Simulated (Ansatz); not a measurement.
Reaction (atomization): `CCCC` → 4 C• + 10 H•

Program: Ansatz. Geometries: PBE0-D4/def2-TZVP. ΔE: electronic, gas phase. CBS: MP2 limit from def2 TZ/QZ plus the TZ coupled-cluster correction, frozen cores. This one scheme is used for every species, atoms too. DFT in def2-TZVPP. HSE06 is defined as in plane-wave codes. Open shells (•) are unrestricted, without spin–orbit coupling. Spin–orbit coupling would lower the free atoms: a little for C. Each species was taken in one conformer, which may not be the lowest.

CCSD(T)/CBS gives +1301.4 kcal/mol.

**Question.** Another level gave +1282.3 kcal/mol. Which?
A. HSE06-D4/def2-TZVPP
B. r2SCAN/def2-TZVPP
C. MP2/def2-TZVPP
D. CCSD/def2-TZVPP

**Answer.** C. MP2/def2-TZVPP 1282.3, CCSD/def2-TZVPP 1263.5, HSE06-D4 1308.8, r2SCAN 1301.6 kcal/mol.

**Question.** What do rigid-rotor, harmonic-oscillator terms from PBE0-D4/def2-TZVP frequencies (298.15 K, 1 bar) make of the CCSD(T)/CBS value? (An estimate is asked.)

**Answer.** Ansatz gave: ΔZPE = -82.8 kcal/mol, ΔH = +1235.0 kcal/mol, ΔS = 1479 J/(mol·K), ΔG = +1129.6 kcal/mol. Open shells count their whole term as degenerate.

Largest T1 diagnostic among the species: 0.009.

From PBE to PBE0 (25 % exact exchange), in def2-TZVPP and without D4, ΔE moves by −10.0 kcal/mol: exact exchange takes away binding that semilocal exchange gives to molecules. At CCSD(T), def2-SVP lies −45.0 kcal/mol from the extrapolated value and def2-TZVPP −25.2 kcal/mol: correlation converges slowly with the basis, and small sets miss more of it in the bonded molecule than in its fragments.

For atomizations the MP2-based limit and the directly extrapolated one differ by several kJ/mol either way, and by 10 to 25 for some Ge, Se and Sn compounds, so smaller differences from it don't rank the levels.
